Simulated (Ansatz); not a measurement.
Input for Ansatz (development build ahead of 0.2.0):

```yaml
crystal:
  periodic: [false, false, false]
  atoms:
    - { symbol: C, position_ang: [0.0, 0.0, 0.0] }
    - { symbol: Al, position_ang: [0.0, 0.0, 3.806] }
basis:
  gaussian: { orbitals: pcseg-2 }
magnetization:
  spin_polarized: true
  initial_magnetization: 3
hamiltonian:
  xc: { name: wB97X }
```

The input is written out in the form of the current development build from the run's settings.

Results

| Quantity | Value |
| --- | --- |
| Converged | yes |
| Total energy | -280.21517 hartree |
| Spin squared of the determinant | 3.764 |
| Stability test | minimum |

Caution: charge can spread falsely over distant fragments.
